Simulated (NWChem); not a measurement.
# triplet CF4: levels of theory compared

Aim: a comparison of 3 runs (UBHLYP/aug-cc-pVDZ, UCAM-B3LYP/aug-cc-pVDZ, UM06-2X/aug-cc-pVDZ) of triplet CF4. 

Program for the calculation: NWChem 7.3.0.

**1. The system as given**

CF4: 5 atoms, total charge 0, spin state triplet. As SMILES of the parent species, `FC(F)(F)F`. The coordinates come from a PBE0-D4/def2-TZVP relaxation. That shape belongs to the parent species and isn't relaxed for this state.

Bond lengths: F1–C2 1.318 Å, C2–F3 1.318 Å, C2–F4 1.318 Å, C2–F5 1.318 Å. Angles: F1–C2–F3 109.5°, F1–C2–F4 109.5°, F1–C2–F5 109.5°, F3–C2–F4 109.5°, F3–C2–F5 109.5°, F4–C2–F5 109.5°.

**2. The energy at UBHLYP/aug-cc-pVDZ (run 1)**

input.xyz

```xyz
5
CF4 BHLYP
F     -0.850100     0.025300     0.989500
C      0.010000    -0.014700    -0.008300
F      1.157500    -0.501300     0.420100
F     -0.464000    -0.786000    -0.966200
F      0.196600     1.203000    -0.476700
```

run.py

```python
from ase.io import read
from ase.calculators.nwchem import NWChem

atoms = read('input.xyz')

calc = NWChem(
    label='input',
    theory='dft',
    memory='2200 mb',
    basis='aug-cc-pVDZ',
    basispar='spherical bse',
    dft={'xc': 'bhlyp', 'mult': '3', 'grid': 'fine', 'convergence': 'energy 1e-08', 'iterations': '100', 'mulliken': None},
    task='energy',
)
atoms.calc = calc

print(f"energy = {atoms.get_potential_energy():.6f} eV")
```

On the command line:

```bash
$ export ASE_NWCHEM_COMMAND="nwchem PREFIX.nwi > PREFIX.nwo"
$ python run.py
```

Standard output:

```text
energy = -11888.820184 eV
```

The calculator wrote input.nwi:

```
title "input"

permanent_dir input

scratch_dir input

start input

geometry units angstrom nocenter noautosym noautoz
  F  -8.5009999999999997e-01 2.5300000000000000e-02 9.8950000000000005e-01
  C  1.0000000000000000e-02 -1.4700000000000000e-02 -8.3000000000000001e-03
  F  1.1575000000000000e+00 -5.0129999999999997e-01 4.2009999999999997e-01
  F  -4.6400000000000002e-01 -7.8600000000000003e-01 -9.6619999999999995e-01
  F  1.9660000000000000e-01 1.2030000000000001e+00 -4.7670000000000001e-01
end

memory 2200 mb

basis spherical bse noprint
   * library aug-cc-pVDZ
end

dft
  xc bhlyp
  mult 3
  grid fine
  convergence energy 1e-08
  iterations 100
  mulliken
end

task dft energy
```

input.nwo:

```text
Northwest Computational Chemistry Package (NWChem) 7.3.0
             --------------------------------------------------------

           Job information
           ---------------

    nwchem branch   = 7.3.0
    use scalapack   = T
    input           = input.nwi
    prefix          = input.
    data base       = input/input.db
    status          = startup
    nproc           =        1

           Memory information
           ------------------

    heap     =     72089598 doubles =      550.0 Mbytes
    stack    =     72089595 doubles =      550.0 Mbytes
    global   =    144179200 doubles =     1100.0 Mbytes (distinct from heap & stack)
    total    =    288358393 doubles =     2200.0 Mbytes
    verify   = yes
    hardfail = no

[... 96 lines left out ...]
  convergence criterion.
[... 17 lines left out ...]
          Convergence on gradient requested:  5.00D-04
[... 24 lines left out ...]
          Convergence aids based upon iterative change in
[... 28 lines left out ...]
 1-e energy   =   -1017.588056
[... 53 lines left out ...]
         Total DFT energy =     -436.906086774396
[... 2 lines left out ...]
    Exchange-Corr. energy =      -46.740886111719
[... 814 lines left out ...]
                     DFT Final Beta Molecular Orbital Analysis
[... 911 lines left out ...]
 center of mass
 --------------
 x =   0.01889726 y =  -0.02786057 z =  -0.01572553

 moments of inertia (a.u.)
 ------------------
         314.267899419720          -0.002816903981          -0.001518360094
          -0.002816903981         314.264323243170           0.006096122025
          -0.001518360094           0.006096122025         314.262570380080

     Multipole analysis of the density
     ---------------------------------

     L   x y z        total         alpha         beta         nuclear
     -   - - -        -----         -----         ----         -------
     0   0 0 0     -0.000000    -22.000000    -20.000000     42.000000

     1   1 0 0      0.056099     -0.255407     -0.482179      0.793685
[... 8 lines of this table left out ...]
     2   0 0 2    -24.907879    -55.967279    -43.389541     74.448940

 Task  times  cpu:      208.3s     wall:      208.3s
 Total times  cpu:      208.4s     wall:      208.4s
```

Wall time 3.5 min (1 thread of AMD EPYC, shared host); peak memory 0.11 GiB.

**3. The energy at UCAM-B3LYP/aug-cc-pVDZ (run 2)**

mol.nw

```
start mol
memory total 2200 mb
charge 0
geometry units angstroms noautosym nocenter noautoz
  F    -0.850100    0.025300    0.989500
  C     0.010000   -0.014700   -0.008300
  F     1.157500   -0.501300    0.420100
  F    -0.464000   -0.786000   -0.966200
  F     0.196600    1.203000   -0.476700
end
basis spherical bse
  * library aug-cc-pVDZ
end
dft
  xc xcamb88 1.00 lyp 0.81 vwn_5 0.19 hfexch 1.00
  cam 0.33 cam_alpha 0.19 cam_beta 0.46
  mult 3
  grid fine
  convergence energy 1e-08
  direct
  iterations 100
  mulliken
end
task dft energy
```

On the command line:

```bash
$ nwchem mol.nw > mol.out
```

Standard output:

```text
[...]
          Wavefunction type:  spin polarized.
          No. of atoms     :     5
          No. of electrons :    42
[...]
          Charge           :     0
          Spin multiplicity:     3
[...]
          AO basis - number of functions:   115
[...]
              XC Information
              --------------
                     Hartree-Fock (Exact) Exchange  1.000
                   CAM-Becke88 Exchange Functional  1.000
                      VWN V Correlation Functional  0.190 local
              Lee-Yang-Parr Correlation Functional  0.810
[...]
 d= 0,ls=0.0,diis     1   -436.7345849763 -6.43D+02  1.27D-01  6.32D-01    22.5
[...]
 d= 0,ls=0.0,diis    32   -436.9926496862  8.16D-11  1.71D-06  1.45D-10   721.4
[...]
         Total DFT energy =     -436.992649686171
      One electron energy =    -1011.850322844243
           Coulomb energy =      415.438443783746
    Exchange-Corr. energy =      -46.800840775499
 Nuclear repulsion energy =      206.220070149824
[...]
      Total Density - Mulliken Population Analysis
     ---------------------------------------------
    Atom       Charge   Shell Charges
 -----------   ------   -------------------------------------------------------
    1 F    9     8.77   2.01  0.93  1.01 -0.15  3.26  1.65  0.04  0.01  0.01
    2 C    6     6.65   2.02  0.69  0.15  1.70  1.85 -0.18  0.02  0.41 -0.01
    3 F    9     8.77   2.01  0.93  1.01 -0.15  3.26  1.65  0.04  0.01  0.01
    4 F    9     8.77   2.01  0.93  1.01 -0.15  3.26  1.65  0.04  0.01  0.01
    5 F    9     9.03   2.01  0.90  1.02 -0.07  3.33  1.77  0.06  0.01  0.01
[...]
      <S2> =      2.0066 (Exact =     2.0000)
[...]
```

Run time: 12 min. Hardware: 1 thread of AMD EPYC, shared host; peak memory 0.11 GiB.

**4. The energy at UM06-2X/aug-cc-pVDZ (run 3)**

cf4.nw

```
start cf4
memory stack 880 mb heap 220 mb global 1100 mb

geometry noautosym nocenter noautoz
  F    -0.850100    0.025300    0.989500
  C     0.010000   -0.014700   -0.008300
  F     1.157500   -0.501300    0.420100
  F    -0.464000   -0.786000   -0.966200
  F     0.196600    1.203000   -0.476700
end

basis spherical bse
  * library aug-cc-pVDZ
end

dft
  xc m06-2x
  mult 3
  grid fine
  convergence energy 1e-08
  maxiter 100
  mulliken
  noprint "final vectors analysis"
end

task dft energy
```

On the command line:

```bash
$ nwchem cf4.nw > cf4.out
```

Standard output:

```text
[...]
          Wavefunction type:  spin polarized.
          No. of atoms     :     5
          No. of electrons :    42
[...]
          Charge           :     0
          Spin multiplicity:     3
[...]
          AO basis - number of functions:   115
[...]
              XC Information
              --------------
                       M06-2X Method XC Functional
                     Hartree-Fock (Exact) Exchange  0.540
                        M06-2X Exchange Functional  1.000
                      M06-2X Correlation Potential  1.000
[...]
 d= 0,ls=0.0,diis     1   -436.6839242652 -6.43D+02  1.25D-01  5.76D-01     9.0
[...]
 d= 0,ls=0.0,diis    38   -436.9367847929 -3.09D-09  6.07D-06  5.61D-11   289.6
[...]
         Total DFT energy =     -436.936784792868
      One electron energy =    -1011.522374189486
           Coulomb energy =      415.095415334075
    Exchange-Corr. energy =      -46.729896087281
 Nuclear repulsion energy =      206.220070149824
[...]
      Total Density - Mulliken Population Analysis
     ---------------------------------------------
    Atom       Charge   Shell Charges
 -----------   ------   -------------------------------------------------------
    1 F    9     8.82   2.01  0.93  1.03 -0.13  3.24  1.69  0.04  0.01  0.01
    2 C    6     6.50   2.01  0.68  0.02  1.80  1.80 -0.26  0.04  0.41 -0.00
    3 F    9     8.82   2.01  0.93  1.03 -0.13  3.24  1.69  0.04  0.01  0.01
    4 F    9     8.82   2.01  0.93  1.03 -0.13  3.24  1.69  0.04  0.01  0.01
    5 F    9     9.05   2.01  0.91  1.03 -0.08  3.31  1.82  0.04  0.01  0.01
[...]
      <S2> =      2.0123 (Exact =     2.0000)
[...]
```

It took 4.8 min on 1 thread of AMD EPYC, shared host; peak memory 0.11 GiB.

**5. All runs side by side**

```csv
run,level,energy (Eh),dipole moment (D),HOMO energy (eV),⟨S²⟩,wall time
1,UBHLYP/aug-cc-pVDZ,-436.906087,1.01,-2.46,2.014,3.5 min
2,UCAM-B3LYP/aug-cc-pVDZ,-436.992650,0.91,-2.87,2.007,12 min
3,UM06-2X/aug-cc-pVDZ,-436.936785,1.34,–,2.012,4.8 min
```

**6. What came out**

| quantity | value |
| --- | --- |
| run 3: total energy | -436.93678 Eh |
| run 3: dipole moment | 1.34 D |
| run 3: ⟨S²⟩ | 2.012 |

The dipole moment (its size) runs from 0.91 D (UCAM-B3LYP/aug-cc-pVDZ) to 1.34 D (UM06-2X/aug-cc-pVDZ). Totals of different functionals can't be ranked against each other. All runs together took 20 min, the longest 12 min.
